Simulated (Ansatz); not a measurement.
# Two structures, one formula

The two ends of one reaction step of BH$_{2}$SF, closed shell (PBE0-D4/def2-TZVP).

A:

```csv
atom,x (Å),y (Å),z (Å)
B1,-0.4999,0.9206,0.4814
F2,1.2350,-1.5617,-0.4070
S3,-1.3096,0.4999,-0.8380
H4,0.4843,-1.0899,-0.6840
H5,0.0903,1.2312,1.4475
```

B:

| atom | x (Å) | y (Å) | z (Å) |
| --- | --- | --- | --- |
| B1 | 0.2092 | 0.2321 | 0.4754 |
| F2 | 1.1826 | -0.6623 | 0.5267 |
| S3 | -1.0100 | 0.2131 | -0.8358 |
| H4 | -0.5166 | -0.8569 | -1.4848 |
| H5 | 0.1349 | 1.0741 | 1.3183 |

Ansatz 0.2.0; basis: def2-TZVPP; cores frozen in the correlated methods. B3LYP uses VWN-RPA correlation.

(1) Which structure is lower at CCSD(T), and by how much? (An estimate is asked for; the value comes from the calculation.)

The T1 diagnostic stays at or below 0.016.

Results:

(1) Computed: B, by 1.711 eV (electronic energy, against the other). By their contacts, A is a complex of BHS ([BH][S]) + HF and B is BH₂SF ([F][BH][SH]).

All methods give the same order:

```tsv
method	E(B) − E(A) (eV)
SPW92	-2.036
PBE-D4	-1.794
BLYP-D4	-1.697
r2SCAN-D4	-1.881
B97M-V	-1.876
PBE0-D4	-1.884
B3LYP-D4	-1.797
r2SCAN0-D4	-1.933
BHLYP-D4	-1.923
CAM-B3LYP-D4	-1.912
wB97X-V	-1.927
wB97M-V	-1.831
B2PLYP	-1.752
PBE-QIDH	-1.869
RPA on PBE	-1.681
HF	-1.941
MP2	-1.667
CCSD	-1.778
CCSD(T)	-1.711
```

Labels in which every atom is bracketed show which atoms are joined, not bond orders.

For scale, one of the runs: CCSD(T)/def2-TZVPP, 132 basis functions, launched by `ansatz run in.yaml --threads 2 --pin off --events-out ev --progress --plain --max-ram 4352MiB`. Hardware: 2 CPU threads of an Arm Neoverse V1, shared host. Wall time 10 s; peak host memory 0.66 GiB.
